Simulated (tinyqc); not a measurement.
Inside a calculation. Method: LCCD on RHF in the sto-3g basis, frozen core, for HF, spin multiplicity 1. One step of it, computed by the program tinyqc.

Task: LCCD: starting amplitudes. t_ij^ab = <ij||ab> / (e_i + e_j - e_a - e_b), whose energy is MP2.

orbital energies (hartree): MO1 -25.916829, MO2 -1.429258, MO3 -0.526884, MO4 -0.462074, MO5 -0.462074, MO6 0.456917

Two-electron integrals over orbitals (pq|rs), unique and non-zero (hartree); the lowest 1 orbital is frozen and left out:
```
(22|22) 0.863896    (32|22) -0.039186   (32|32) 0.146400    (33|22) 0.720298
(33|32) -0.026683   (33|33) 0.711536    (42|42) 0.186203    (43|42) -0.034431
(43|43) 0.040024    (44|22) 0.888227    (44|32) -0.073253   (44|33) 0.709935
(44|44) 0.997514    (52|52) 0.186203    (53|52) -0.034431   (53|53) 0.040024
(54|54) 0.053770    (55|22) 0.888227    (55|32) -0.073253   (55|33) 0.709935
(55|44) 0.889973    (55|55) 0.997514    (62|22) -0.104785   (62|32) -0.065135
(62|33) -0.026767   (62|44) -0.102850   (62|55) -0.102850   (62|62) 0.092848
(63|22) -0.207978   (63|32) 0.089449    (63|33) -0.105477   (63|44) -0.225602
(63|55) -0.225602   (63|62) 0.045855    (63|63) 0.209213    (64|42) -0.034476
(64|43) -0.019515   (64|64) 0.030077    (65|52) -0.034476   (65|53) -0.019515
(65|65) 0.030077    (66|22) 0.657130    (66|32) 0.056450    (66|33) 0.660821
(66|44) 0.636767    (66|55) 0.636767    (66|62) -0.060060   (66|63) -0.021148
(66|66) 0.694011
```

Give: Starting amplitudes; correlation energy.

Result:

Starting amplitudes (spin orbitals 1a, 1b, ...; amplitudes related by a flip of all spins are not repeated):

| from | to | t |
|---|---|---|
| 3a 3b | 6a 6b | -0.1063 |
| 2a 2b | 6a 6b | -0.0246 |
| 4a 4b | 6a 6b | -0.0164 |
| 5a 5b | 6a 6b | -0.0164 |
| 2a 3b | 6a 6b | -0.0160 |

correlation energy = -0.026980 hartree
